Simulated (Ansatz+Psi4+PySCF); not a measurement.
**doublet CN: levels of theory in one basis**

```xyz
2

C     0.0000    0.0000   -0.6110
N     0.0000    0.0000    1.0912
```

Basis set: cc-pVTZ (spherical functions). Frozen core: 2 orbitals. Correlation on ROHF uses semicanonical orbitals with singles. Charge 0, multiplicity 2.

Computed with Ansatz (development build ahead of 0.2.0) and PySCF 2.14.0; each method stands on the lowest determinant of its kind that the runs found.

```json
{"method": "ROHF", "E − E(ROHF) (eV)": "0.00", "<S²> of the determinant": "0.75"}
{"method": "UHF", "E − E(ROHF) (eV)": "-2.18", "<S²> of the determinant": "1.92"}
{"method": "UHF-MP2", "E − E(ROHF) (eV)": "-8.00", "<S²> of the determinant": "1.92"}
{"method": "ROHF-CCSD", "E − E(ROHF) (eV)": "-9.51", "<S²> of the determinant": "–"}
{"method": "ROHF-CCSD(T)", "E − E(ROHF) (eV)": "-10.25", "<S²> of the determinant": "–"}
```

**Question.** What does ROHF-MP2 give on the same scale?

**Answer.** -9.10 eV.

The restricted and unrestricted rows may stand on different electronic states: another unrestricted solution lies nearer the restricted one.

Caution for ROHF, ROHF-MP2, ROHF-CCSD, ROHF-CCSD(T): an unrestricted determinant lies well below. Caution for UHF, UHF-MP2: the unrestricted determinant is a mixture of spin states; the determinant breaks the point group. Caution for ROHF-MP2, ROHF-CCSD, ROHF-CCSD(T): large amplitudes, a single reference is doubtful. Caution for ROHF-MP2, UHF-MP2: another reference gives a lower total. Caution for UHF-MP2: bonds are stretched, where a single reference can fail. Caution for ROHF-CCSD, ROHF-CCSD(T): the program doubts this total.
